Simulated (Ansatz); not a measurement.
# C3H6O2: the cost of one run

Computed with Ansatz 0.2.0 (DFT B3LYP+D3(BJ), Gaussian basis cc-pV(T+d)Z, unless a step's input says otherwise).

**1. The structure to begin with**

Bond lengths: C1–C2 1.498 Å, C2–O3 1.223 Å, C2–O4 1.361 Å, O4–C5 1.428 Å, C1–H6 1.093 Å, C1–H7 1.093 Å, C1–H8 1.094 Å, C5–H9 1.095 Å, C5–H10 1.095 Å, C5–H11 1.094 Å. Angles (14 of 16 angles, heavy atoms first): C1–C2–O3 124.4°, C1–C2–O4 110.0°, O3–C2–O4 125.6°, C2–O4–C5 113.9°, C2–C1–H6 109.8°, C2–C1–H7 109.8°, C2–C1–H8 109.3°, O4–C5–H9 110.5°, O4–C5–H10 110.5°, O4–C5–H11 108.0°, H6–C1–H7 110.7°, H6–C1–H8 108.6°, H7–C1–H8 108.6°, H9–C5–H10 110.8°.

Structure file:

```xyz
11

C     1.8222    0.0737   -0.0799
C     0.4124   -0.4187    0.0388
O     0.1003   -1.5894    0.2038
O    -0.4555    0.6250   -0.0641
C    -1.8290    0.2477    0.0381
H     2.0378    0.7788    0.7268
H     1.9692    0.5461   -1.0543
H     2.5099   -0.7727    0.0043
H    -2.0997   -0.4378   -0.7711
H    -2.0309   -0.2045    1.0142
H    -2.4367    1.1518   -0.0566
```

**2. Relaxing the atoms: C3H6O2**

input.yaml reads:

```yaml
relax:
  f_tol: 0.001
  max_steps: 200
crystal:
  periodic: [false, false, false]
  atoms:
    - { symbol: C, position_ang: [1.82221, 0.0737, -0.07985] }
    - { symbol: C, position_ang: [0.41237, -0.41867, 0.03882] }
    - { symbol: O, position_ang: [0.10029, -1.58938, 0.20384] }
    - { symbol: O, position_ang: [-0.45547, 0.62497, -0.06412] }
    - { symbol: C, position_ang: [-1.82902, 0.24766, 0.03811] }
    - { symbol: H, position_ang: [2.03781, 0.77884, 0.72678] }
    - { symbol: H, position_ang: [1.96918, 0.54609, -1.05432] }
    - { symbol: H, position_ang: [2.50989, -0.7727, 0.00426] }
    - { symbol: H, position_ang: [-2.09968, -0.43783, -0.77111] }
    - { symbol: H, position_ang: [-2.03089, -0.20452, 1.01422] }
    - { symbol: H, position_ang: [-2.43669, 1.15184, -0.05664] }
basis:
  gaussian: { orbitals: "cc-pV(T+d)Z.json" }
hamiltonian:
  xc: { name: B3LYP }
  dispersion: d3bj
accuracy: high
output:
  orbitals: {}
```

On the command line:

```sh
ansatz run input.yaml --threads 4 --pin off --max-ram 16384MiB --backend cpu --events-out ev --progress --plain --runs-dir out
```

**Question.** How long does this run take on 4 threads of Intel Xeon Platinum 8488C (Sapphire Rapids), shared host, and how much memory does it need?

About 2.2 min, with a peak of 1.9 GiB.
